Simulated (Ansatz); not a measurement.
Born–Oppenheimer molecular dynamics of CH4AlS (7 atoms, charge 1, multiplicity 1). It starts from a relaxed structure.

Computed with RKS PBE/6-31G* (Ansatz).

```yaml
ensemble: NVT, Nosé–Hoover chain
time_step: 0.5 fs
steps_asked: 166
set_temperature: 700 K
thermostat: time constant 20 fs, chain length 1
seed: 561626
```

First frame:

```xyz
7
Properties=species:S:1:pos:R:3
C -1.407 0.132 -0.578
S -0.034 -0.517 -1.202
Al 1.541 -0.159 0.599
H -2.322 0.112 -1.187
H -1.465 0.588 0.422
H 0.731 0.570 1.746
H 2.956 -0.726 0.200
```

How far do the bonds stretch over the last three quarters of this one trajectory? (Pairs bonded in most of those frames.)


```
  bond  mean (Å)  spread (Å)  shortest  longest
 C1–S2     1.645       0.038      1.58     1.71
 C1–H4     1.118       0.064      1.01     1.22
 C1–H5     1.109       0.045      1.03     1.18
S2–Al3     2.480       0.024      2.43     2.52
Al3–H6     1.616       0.118      1.43     1.79
Al3–H7     1.594       0.043      1.52     1.68
```

Mean temperature of the second half: 972 K. The conserved energy stayed within 1.2 meV per atom of its start (net change 0.37 meV per atom), so the integration is sound. The mean temperature of the second half is 39 % above the set value. A run of 0.083 ps of so small a system gives no equilibrium averages.

The run took 3 min on 1 thread of Arm Neoverse V1 (shared host), peak memory 0.088 GiB.
